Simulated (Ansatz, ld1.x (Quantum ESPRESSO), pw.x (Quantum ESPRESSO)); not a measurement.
Rh (Z = 45): one change to the TM potential, in the atom and in the diamond crystal

```
Element                 : Rh (Z = 45)
Generator               : ld1.x (Quantum ESPRESSO) 7.5
Type                    : norm-conserving Troullier–Martins (Kleinman–Bylander form)
Functional              : LDA (PW92)
Relativity              : scalar-relativistic
Frozen core             : [Kr]
Valence charge          : 9
Reference configuration : 4d8 5s1 5p0
Partial waves           : 5s (bound): rc 1.90 bohr; 4d (bound): rc 1.65 bohr; 5p (bound, empty): rc 3.95 bohr
Local potential         : the p channel
Core correction         : a·sin(br)/r model core inside 1.00 bohr
```

Change: core correction none.

Cutoffs, loose and tight: the cutoffs (Ry, on a coarse ladder) from which the occupation-weighted sum of valence levels, in a spherical-Bessel basis at the reference potential, stays within 10 and 1 mRy of its value at 400 Ry. They do not see the model core or the augmentation charge, which bear on the density cutoff. Test errors are all-electron minus pseudo excitation energies from the reference, over the configurations 4d8 5s0 5p0; 4d7 5s0 5p0; 4d6 5s0 5p0; 4d7 5s1 5p0; 4d9 5s0 5p0; 4d8.5 5s0.5 5p0; 4d8 5s0.5 5p0 (two spin-polarised tests are not counted in the largest error); variants that change the core or the reference have their own tests.

Crystal test: diamond Rh in pw.x 7.5, no spin, 9³ k-points, Fermi–Dirac smearing 0.01 Ry, cutoffs set for each file from its atomic test. The reference is all-electron LAPW (Ansatz 0.2.0) with the same functional, mesh and smearing; V0 and B0 come from Birch–Murnaghan fits to the pressures at five volumes. Errors are pseudo minus all-electron; Δ is the rms difference of the E(V) curves that follow from these fits, minima aligned, over ±6 % about the mean V0. Mesh and smearing are coarse, so the numbers serve the comparison and aren't converged zero-temperature values; the lattice is a test structure that the element need not adopt.

All-electron: a0 = 5.395 Å (V0 = 19.63 Å³/atom), B0 = 160.3 GPa.

Task: Does the change bring the crystal closer to the all-electron result?

Result: The mean pressure error goes from +16.13 to +13.51 GPa, so the change moves the solid closer to the all-electron pressures. Neither pressure curve crosses zero within the volumes sampled, so no fits are given.

```tsv
quantity	base	changed
outcome (atom)	generated	generated
cutoff, loose (atom)	55 Ry	55 Ry
cutoff, tight (atom)	80 Ry	80 Ry
bound ghosts (atom)	none	none
largest test error (meV) (atom)	-104 over the solved tests; 2 of 9 tests not solved or not reliable	-90 over the solved tests; 2 of 9 tests not solved or not reliable
cutoffs in pw.x (Ry)	100/400	100/400
mean pressure error (GPa)	+16.13	+13.51
```

Base: The largest radius (3.95 bohr) exceeds half the bond length (2.21 bohr), so the spheres overlap, which is one possible source of error among others. This is a poor potential for the solid. Atomic configuration tests: 2 of 9 tests not solved or not reliable. The logarithmic derivative shows an extra or strongly shifted pseudo pole above the reference energy (s near 0.78 Ry). Changed file: The largest radius (3.95 bohr) exceeds half the bond length (2.21 bohr), so the spheres overlap, which is one possible source of error among others. This is a poor potential for the solid. Atomic configuration tests: 2 of 9 tests not solved or not reliable. The logarithmic derivative shows an extra or strongly shifted pseudo pole above the reference energy (s near 0.78 Ry). The atomic cutoffs weigh occupied waves only.
